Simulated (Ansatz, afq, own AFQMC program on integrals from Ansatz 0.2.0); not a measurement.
## Where AFQMC and coupled cluster stand for BN⁺, doublet

```xyz
2

B     0.0000    0.0000    0.0000
N     0.0000    0.0000    1.5900
```

Basis 6-31G. Noble-gas cores (and the filled d shells of Ga–Kr and In–Xe) are frozen. AFQMC by an in-house program on the Cholesky factors that Ansatz 0.2.0 writes for its CCSD(T) run. The CISD trial takes its coefficients from CCSD amplitudes. Released means that phaseless walkers are propagated on without the constraint, phases kept. Error bars are statistical, one sigma.

Determinant: ROHF, the one that the program's search chose, which needn't be the lowest solution. The geometry is a point of a scan.

Full CI is exact in this basis; its frozen core comes from its own orbitals, which moves totals by up to a few meV.

Cautions: a spin-contaminated unrestricted determinant lies lower (UHF 3.40 eV lower, ⟨S²⟩ 1.76); the search met a lower determinant of the same kind, perhaps of another symmetry (996 meV lower), and this one is a saddle point; strong correlation (T1 0.111, weight of the determinant 0.69, largest double 0.25); (T) is large, 8 % of the CCSD correlation; the released energies have errors that jump between times, so the bars are unsure, so no released level is given (meV from the phaseless value at times in 1/Eh: -27 ± 4 at 0.24, -50 ± 3 at 0.51, 206 ± 222 at 0.99, -135 ± 27 at 1.62, -138 ± 8 at 2.40); the ph-AFQMC/CISD walk drifts between its halves (2.6 errors); CCSDTQ on the UHF determinant differs (1.08 eV lower), perhaps since the unrestricted series falls towards higher spin; a state of other symmetry lies lower (by 60 meV); full CI with its own frozen core; a state of higher spin lies lower (by 1.09 eV).

* T1 diagnostic: 0.1111
* weight of the determinant in the CISD state: 0.692
* size of the correlated space: 7 electrons in 16 orbitals

```json
{"level": "MP2", "correlation energy (eV)": "-4.0150"}
{"level": "CCSD", "correlation energy (eV)": "-5.3261"}
{"level": "CCSD(T)", "correlation energy (eV)": "-5.7324"}
```

Q: Estimate where full CI lies against CCSD(T) in the same basis.

A: 5.5 kJ/mol below CCSD(T).

Reference: full CI, correlation energy -5.790 eV. CCSDTQ lies 3.5 meV below full CI, in part by the other frozen core, which shifts every row alike, so rows that close can't be ranked against it. The cautions show a poor starting determinant, so the rows tell how each method copes with it here, and full CI is the sure value.

```csv
level,E − E(reference) (kJ/mol),share of correlation (%)
CCSD(T),5.5,99.01
CCSDT,0.6,99.90
CCSDT(Q),-1.3,100.23
CCSDTQ,-0.3,100.06
ph-AFQMC/CISD,19.4 ± 0.4,96.53
```

CCSDT and higher add their correlation energy to the determinant of the CCSD(T) run, since their own runs factorise the integrals more tightly (a shift of under 2 meV). A walk keeps the symmetry of its determinant, which the program's search chose and which needn't be the lowest solution, so a lower state of the same spin and another symmetry isn't excluded.
